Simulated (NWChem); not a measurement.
**Atomisation of OS**

```xyz
2

O      0.0000     0.0000     1.0089
S      0.0000     0.0000    -0.5044
```
Charge 0, spin multiplicity 3.

The numbers come from NWChem runs, not from measurements. All single points use one geometry, from UB3LYP/def2-SVP, a minimum by its harmonic frequencies.

Basis set: def2-TZVP. The atomisation energy is electronic alone: no zero-point, thermal, spin-orbit or counterpoise terms. No value is extrapolated to the basis-set limit. Free atoms are single determinants with multiplicities O 3, S 3.

B3LYP has NWChem's definition, with VWN1-RPA local correlation. The structure started from a generated list of species. The unpaired electrons of the parent sit in orbitals of symmetry b1 and b2 (C2v labels of the run); other states weren't searched. The stability of the SCF solutions was not checked.

Problem. Order these methods by the atomisation energy they give, lowest first: LDA (SVWN5), B3LYP, BLYP, PBE.

Solution. B3LYP (125.5 kcal/mol), BLYP (134.4 kcal/mol), PBE (140.5 kcal/mol), LDA (SVWN5) (166.3 kcal/mol)
